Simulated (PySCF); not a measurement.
Bond stretch in BeH, doublet.

Level of theory: CCSD(T) on UHF/cc-pVDZ run with PySCF.

### Question
Relative to R = 1.36 Å, what are the energies at R = 1.07, 1.59, 2.43, 4.04 Å?

### Answer
33.1 mEh at 1.07 Å, 9.9 mEh at 1.59 Å, 67.3 mEh at 2.43 Å, 72.4 mEh at 4.04 Å.

The unrestricted determinant behind UCCSD(T) is spin-contaminated at 2.01 to 5.42 Å (<S²> up to 1.0, against 0.75 for a pure doublet).
